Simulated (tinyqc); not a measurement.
Born-Oppenheimer dynamics on the UHF/sto-3g surface (energies and gradients from PySCF), for CH, spin multiplicity 4, step by step. Computed by tinyqc, a small Python program that keeps every step (integrals from PySCF). Settings: charge = 0, multiplicity = 4, basis = sto-3g, time step (fs) = 0.5, steps = 24. Command: `OMP_NUM_THREADS=1 python tinyqc.py 25943 25944 out.jsonl` (the two numbers bound the seeds that draw the settings). One thread of a shared host (Intel(R) Xeon(R) Processor @ 2.60GHz), about 2 s of CPU time with the checks.

## Velocity Verlet step 1

positions (bohr):
```
         x       y       z
1C  0.0000  0.0000  0.0000
2H  0.0000  0.0000  2.3092
```

velocities (bohr per atomic time unit):
```
             x           y           z
1C   0.0000724   0.0000783  -0.0000719
2H  -0.0008626  -0.0009317   0.0008561
```

gradient (hartree/bohr):
```
           x         y          z
1C  0.000000  0.000000  -0.093815
2H  0.000000  0.000000   0.093815
```

masses (electron masses): 1C 21874.6618, 2H 1837.1526

gradient after step 1 (hartree/bohr):
```
            x          y          z
1C   0.000797   0.000861  -0.095486
2H  -0.000797  -0.000861   0.095486
```

dt = 0.5 fs = 20.6707 atomic units; x' = x + v dt - g dt^2 / (2m); after the new gradient g', v' = v - (g + g') dt / (2m).

positions after step 1 (bohr):
```
          x        y        z
1C   0.0015   0.0016  -0.0006
2H  -0.0178  -0.0193   2.3160
```

velocities after step 1 (bohr per atomic time unit):
```
             x           y           z
1C   0.0000721   0.0000778   0.0000175
2H  -0.0008581  -0.0009269  -0.0002089
```

## Velocity Verlet step 2

gradient after step 2 (hartree/bohr):
```
            x          y          z
1C   0.001535   0.001658  -0.091808
2H  -0.001535  -0.001658   0.091808
```

As before.

positions after step 2 (bohr):
```
          x        y       z
1C   0.0030   0.0032  0.0007
2H  -0.0355  -0.0383  2.3006
```

velocities after step 2 (bohr per atomic time unit):
```
             x           y           z
1C   0.0000710   0.0000767   0.0001060
2H  -0.0008450  -0.0009127  -0.0012625
```

## Energy conservation

The total energy should stay constant up to terms of order dt^2; the step counts as short enough if it moves by less than 2 % of the largest kinetic energy.

Trajectory:
```
time (fs)  1C-2H (angstrom)  potential (hartree)  kinetic (hartree)  total (hartree)
0.0000               1.2220           -37.777534           0.002335       -37.775199
0.5000               1.2260           -37.776821           0.001632       -37.775189
1.0000               1.2174           -37.778338           0.003128       -37.775211
1.5000               1.1968           -37.781736           0.006470       -37.775266
2.0000               1.1654           -37.786132           0.010775       -37.775357
2.5000               1.1255           -37.790122           0.014648       -37.775474
3.0000               1.0805           -37.791994           0.016416       -37.775578
3.5000               1.0354           -37.790390           0.014802       -37.775588
4.0000               0.9963           -37.785490           0.010057       -37.775433
4.5000               0.9697           -37.779929           0.004756       -37.775172
5.0000               0.9610           -37.777653           0.002605       -37.775048
5.5000               0.9720           -37.780478           0.005277       -37.775201
6.0000               1.0003           -37.786166           0.010707       -37.775459
6.5000               1.0405           -37.790770           0.015175       -37.775595
7.0000               1.0858           -37.791938           0.016369       -37.775569
7.5000               1.1304           -37.789734           0.014273       -37.775460
8.0000               1.1695           -37.785610           0.010265       -37.775345
8.5000               1.1998           -37.781268           0.006010       -37.775258
9.0000               1.2190           -37.778054           0.002847       -37.775207
9.5000               1.2262           -37.776788           0.001599       -37.775189
10.0000              1.2207           -37.777760           0.002557       -37.775202
10.5000              1.2030           -37.780748           0.005499       -37.775249
11.0000              1.1741           -37.785007           0.009675       -37.775331
11.5000              1.1361           -37.789254           0.013810       -37.775444
12.0000              1.0920           -37.791814           0.016257       -37.775557
```

The total energy moves within 5.5e-04 hartree; that is over 2 % of the largest kinetic energy, so the time step is too long.
